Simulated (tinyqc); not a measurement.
Inside a calculation. Method: UHF in the sto-3g basis, for H2O, spin multiplicity 1. One step of it, computed by the program tinyqc.

Question. Orthogonalisation. S = U s U^T; symmetric (Loewdin) form X = U s^(-1/2) U^T, so that X^T S X = 1.

overlap S, order 1O 1s, 1O 2s, 1O 2px, 1O 2py, 1O 2pz, 2H 1s, 3H 1s:
```
[[1.000000, 0.236704, 0.000000, 0.000000, 0.000000, 0.056630, 0.056630],
 [0.236704, 1.000000, 0.000000, 0.000000, 0.000000, 0.488184, 0.488184],
 [0.000000, 0.000000, 1.000000, 0.000000, 0.000000, 0.000000, 0.000000],
 [0.000000, 0.000000, 0.000000, 1.000000, 0.000000, 0.341014, -0.341014],
 [0.000000, 0.000000, 0.000000, 0.000000, 1.000000, 0.209822, 0.209822],
 [0.056630, 0.488184, 0.000000, 0.341014, 0.209822, 1.000000, 0.223393],
 [0.056630, 0.488184, 0.000000, -0.341014, 0.209822, 0.223393, 1.000000]]
```

Give: eigenvalues of S; X.

Answer.

eigenvalues of S: [0.3319, 0.3933, 0.8966, 1.0000, 1.0779, 1.3833, 1.9171]

X, order 1O 1s, 1O 2s, 1O 2px, 1O 2py, 1O 2pz, 2H 1s, 3H 1s:
```
[[1.0243, -0.1448, 0.0000, 0.0000, -0.0093, 0.0227, 0.0227],
 [-0.1448, 1.2680, 0.0000, 0.0000, 0.1037, -0.3134, -0.3134],
 [0.0000, 0.0000, 1.0000, 0.0000, 0.0000, 0.0000, 0.0000],
 [0.0000, 0.0000, 0.0000, 1.1384, 0.0000, -0.2564, 0.2564],
 [-0.0093, 0.1037, 0.0000, 0.0000, 1.0437, -0.1325, -0.1325],
 [0.0227, -0.3134, 0.0000, -0.2564, -0.1325, 1.2239, -0.0825],
 [0.0227, -0.3134, 0.0000, 0.2564, -0.1325, -0.0825, 1.2239]]
```
